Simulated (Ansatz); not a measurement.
Results of HSE06 (PAW; Ansatz, an electronic-structure program) for rock-salt BaTe.

Settings: plane-wave cutoff 520 eV, 6×6×6 k mesh, scalar-relativistic PAW data made under PBE.

Computed at the level's own relaxed cell.

Hill averages of the elastic tensor: K = 30.2 GPa, G = 17.6 GPa. Volume 43.708 Å³/atom, mean atomic mass 132.464 u.

Task: Work out the density, the sound velocities of a polycrystal and the elastic Debye temperature at this level.

Result: ρ = 1.66054 × 132.464/43.708 = 5.033 g/cm³. v_l = √[(K + 4G/3)/ρ] = 3.265 km/s and v_t = √(G/ρ) = 1.870 km/s. The mean follows from 3/v_m³ = 1/v_l³ + 2/v_t³: v_m = 2.077 km/s. Θ_D = (ħ/k_B) v_m (6π²/V)^(1/3) = 76.38 K Å s/km × 2.077 × 1.1065 Å⁻¹ = 176 K, counting all atoms of the cell.
